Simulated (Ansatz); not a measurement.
```yaml
crystal:
  periodic: [false, false, false]
  atoms:
    - {symbol: O, position_ang: [-0.880289, -0.678149, -0.003606]}
    - {symbol: Mg, position_ang: [0.645200, 0.382391, 0.002317]}
    - {symbol: H, position_ang: [-1.584913, 1.543724, 0.001364]}
basis:
  gaussian: {orbitals: def2-TZVP}
magnetization: {spin_polarized: true, initial_magnetization: 3}
hamiltonian: {xc: pbe0}
relax: {f_tol: 0.004, max_steps: 80}
```

```sh
$ ansatz run in.yaml --threads 1 --pin off --events-out ev --progress --plain --max-ram 2176MiB
```

Steps of the relaxation (energy above the last step; positions in Å, forces in eV/Å):

```
3
step 1, 153.7 meV
O    -0.880   -0.678   -0.004   -0.638   -0.302   -0.002
Mg    0.645    0.382    0.002    0.574    0.432    0.002
H    -1.585    1.544    0.001    0.064   -0.130    0.000
```

```
3
step 2, 130.3 meV
O    -0.905   -0.655   -0.004   -0.430   -0.148   -0.001
Mg    0.650    0.398    0.002    0.328    0.300    0.001
H    -1.565    1.505    0.001    0.102   -0.152    0.000
```

```
3
step 3, 51.7 meV
O    -1.002   -0.567   -0.004   -0.029    0.035    0.000
Mg    0.637    0.472    0.003   -0.204    0.103    0.000
H    -1.455    1.342    0.001    0.233   -0.139    0.000
```

```
3
step 7, 0.0 meV
O    -1.072   -0.555   -0.004    0.000    0.000    0.000
Mg    0.558    0.556    0.003    0.000    0.000    0.000
H    -1.306    1.247    0.001    0.000    0.000    0.000
```

Close pairs at the end: O1–Mg2 1.973 Å, Mg2–H3 1.988 Å.

A stationary point of unrestricted PBE0 after 7 steps, with ⟨S²⟩ = 3.760 against 3.75 for a pure state; no frequencies were run, so it isn't proven a minimum. 25 s on 1 thread of Intel Xeon Platinum 8375C, shared host.
